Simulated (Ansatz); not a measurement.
Geometry optimisation, Ansatz, UKS PBE-D4/6-31G*.

The input (input.yaml):

```yaml
crystal:
  periodic: [false, false, false]
  atoms:
    - { symbol: C, position_ang: [-0.8783, -0.206, 1.3661] }
    - { symbol: "N", position_ang: [0.3237, -0.1975, 0.616] }
    - { symbol: C, position_ang: [0.3013, 0.1991, -0.6196] }
    - { symbol: "N", position_ang: [1.5431, 0.1988, -1.3513] }
    - { symbol: Cl, position_ang: [-1.0332, 0.7314, -1.4934] }
    - { symbol: H, position_ang: [-1.328, 0.871, 1.4252] }
    - { symbol: H, position_ang: [-0.7183, -0.5073, 2.38] }
    - { symbol: H, position_ang: [-1.6347, -0.8124, 0.9062] }
    - { symbol: H, position_ang: [1.3248, 0.084, -2.2985] }
    - { symbol: H, position_ang: [2.1828, -0.4123, -0.9278] }
magnetization:
  spin_polarized: true
basis:
  gaussian: { orbitals: "6-31G*" }
hamiltonian:
  xc: pbe
  dispersion: d4
relax:
  f_tol: 0.02
  max_steps: 50
```

Launched with:

```bash
$ ansatz run input.yaml --threads 2 --pin off --max-ram 3072MiB --backend cpu --events-out ev --progress --plain --runs-dir out
```

Problem. Where does it end, and by what steps?

Solution. The forces met the threshold. After 24 steps the energy has fallen by 0.519 eV; H8 moved furthest, 0.77 Å.

| step | energy less start (eV) | largest force component (eV/Å) | accepted |
| --- | --- | --- | --- |
| 0 | 0.0000 | 3.698 | yes |
| 1 | -0.3346 | 2.469 | yes |
| 2 | -0.4546 | 0.814 | yes |
| 3 | -0.4846 | 0.342 | yes |
| 4 | -0.4932 | 0.080 | yes |
| 5 | -0.4941 | 0.063 | yes |
| 6 | -0.4947 | 0.033 | yes |
| 7 | -0.4949 | 0.047 | yes |
| 8 | -0.4954 | 0.035 | yes |
| 9 | -0.4955 | 0.141 | yes |
| 10 | -0.4971 | 0.078 | yes |
| 11 | -0.4984 | 0.065 | yes |
| 12 | -0.5017 | 0.175 | yes |
| 13 | -0.4980 | 0.354 | no |
| 14 | -0.5058 | 0.085 | yes |
| 15 | -0.5096 | 0.156 | yes |
| 16 | -0.5121 | 0.159 | yes |
| 17 | -0.5100 | 0.300 | no |
| 18 | -0.5155 | 0.087 | yes |
| 19 | -0.5176 | 0.067 | yes |
| 20 | -0.5184 | 0.063 | yes |
| 21 | -0.5190 | 0.026 | yes |
| 22 | -0.5192 | 0.022 | yes |
| 23 | -0.5190 | 0.050 | no |
| 24 | -0.5192 | 0.004 | yes |

```xyz
10
Properties=species:S:1:pos:R:3
C -0.965 -0.256 1.355
N 0.185 -0.435 0.503
C 0.378 0.185 -0.577
N 1.530 0.122 -1.329
Cl -0.789 1.379 -1.344
H -1.715 0.443 0.938
H -0.639 0.123 2.341
H -1.449 -1.234 1.528
H 1.424 0.292 -2.327
H 2.124 -0.671 -1.085
```

Time of the run: 69 s on 2 threads of Arm Neoverse V1, with other jobs on the host, peak memory 0.15 GiB.
